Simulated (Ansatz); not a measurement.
# CH3AlS: one species, many methods

How much do the methods differ for CH3AlS? The plan is to run it at one geometry with functionals of several rungs and with coupled cluster. The yardstick is the atomisation energy at the CCSD(T) limit.

Program: Ansatz 0.2.0, Gaussian basis. Level of theory: functionals in def2-TZVPP, the program's frozen cores in correlated methods. These are calculated values, not measurements.

Plan: LDA (SPW92), PBE-D4, revPBE-D4, BLYP-D4, r2SCAN-D4, B97M-V, PBE0-D4, B3LYP-D4, r2SCANh-D4, r2SCAN0-D4, HSE06-D4, BHLYP-D4, CAM-B3LYP-D4, LC-ωPBE, ωB97X-V, ωB97M-V, B2PLYP, PBE-QIDH; CCSD(T)/def2-SVP; CCSD(T)/def2-TZVPP; MP2/def2-QZVPP; extrapolation to the limit; RPA on PBE.

1 further run of the same task is left out (it didn't finish).

### Step 1. Structure used throughout

An earlier PBE0-D4 in a triple-zeta def2 set relaxation fixed the geometry.

SMILES `[CH2]1[AlH][S]1`, 6 atoms, charge 0, spin multiplicity 1.

Atoms are counted from 1 here; the program's logs count them from 0.

Bond lengths: C1–Al2 1.913 Å, C1–S3 1.909 Å, C1–H4 1.087 Å, C1–H5 1.087 Å, Al2–S3 2.115 Å, Al2–H6 1.567 Å. Angles: Al2–C1–S3 67.2°, Al2–C1–H4 122.7°, Al2–C1–H5 122.7°, S3–C1–H4 111.1°, S3–C1–H5 111.1°, H4–C1–H5 111.3°, C1–Al2–S3 56.3°, C1–Al2–H6 155.5°, S3–Al2–H6 148.2°, C1–S3–Al2 56.5°.

### Step 2. LDA

This LDA is Slater exchange with PW92 correlation.

File in.yaml:

```yaml
crystal:
  periodic: [false, false, false]
  atoms:
    - {symbol: C, position_ang: [-0.232493, -0.185651, -0.764286]}
    - {symbol: Al, position_ang: [0.239766, 0.501582, 0.957014]}
    - {symbol: S, position_ang: [0.528854, -1.511881, 0.378437]}
    - {symbol: H, position_ang: [-1.254360, -0.440929, -1.033998]}
    - {symbol: H, position_ang: [0.382441, -0.029699, -1.647268]}
    - {symbol: H, position_ang: [0.377894, 1.602579, 2.064003]}
basis:
  gaussian: {orbitals: def2-TZVPP}
hamiltonian: {xc: lda}
output: {orbitals: {seedname: orbitals}}
```

On the command line:

```bash
ansatz run in.yaml --threads 2 --pin off --events-out ev --progress --plain --max-ram 4352MiB
```

Further steps of the session: PBE-D4 (GGA); revPBE-D4 (GGA); BLYP-D4 (GGA); r2SCAN-D4 (meta-GGA); B97M-V (meta-GGA); PBE0-D4 (hybrid); B3LYP-D4 (hybrid); r2SCANh-D4 (hybrid); r2SCAN0-D4 (hybrid); HSE06-D4 (hybrid); BHLYP-D4 (hybrid); CAM-B3LYP-D4 (range-separated); LC-ωPBE (range-separated); ωB97X-V (range-separated); ωB97M-V (range-separated); B2PLYP (double hybrid); PBE-QIDH (double hybrid); CCSD(T) in def2-SVP; CCSD(T) in def2-TZVPP; MP2 in def2-QZVPP; RPA on PBE orbitals.

Before running them: what should the planned runs give, taken together? Wanted: atomisation energy, CCSD(T)/CBS; farthest beyond LDA; mean size of error, GGA; mean size of error, meta-GGA; mean size of error, hybrid; mean size of error, range-separated; mean size of error, double hybrid; gap, smallest and largest; T1 diagnostic.

The runs gave:

```
                               quantity                                      value
        atomisation energy, CCSD(T)/CBS                              1904.3 kJ/mol
  functionals within 9.5 kJ/mol (0.5 %)     PBE0-D4, r2SCANh-D4, HSE06-D4, ωB97X-V
                    farthest beyond LDA                    BHLYP-D4 (-67.3 kJ/mol)
                mean size of error, GGA                                22.7 kJ/mol
           mean size of error, meta-GGA                                27.1 kJ/mol
             mean size of error, hybrid                                18.0 kJ/mol
    mean size of error, range-separated                                12.4 kJ/mol
      mean size of error, double hybrid                                21.1 kJ/mol
              gap, smallest and largest  3.62 eV (LDA (SPW92)), 10.18 eV (LC-ωPBE)
                          T1 diagnostic                                     0.0136
triples share of the correlation energy                                      4.6 %
```

**Reading.** The LDA atomisation energy is off by 269.9 kJ/mol (14 %): it overbinds. PBE-D4 misses by +31.7 kJ/mol. Double hybrids carry the basis error of their MP2 part in triple zeta, and no dispersion term here, so their miss is partly the set-up's. Taken by rung, range-separated functionals do best (12.4 kJ/mol on average) and meta-GGA ones worst beyond LDA (27.1 kJ/mol). The reference freezes the cores and leaves out relativity and excitations past (T), so misses under about 9.5 kJ/mol can't be ranked. Hartree-Fock recovers 71 % of the binding; the rest is correlation. CCSD(T) in def2-SVP is off by -133.7 kJ/mol, so the small basis spoils what the method gains. Orbital gaps span 3.6 to 10.2 eV; exact exchange widens them.
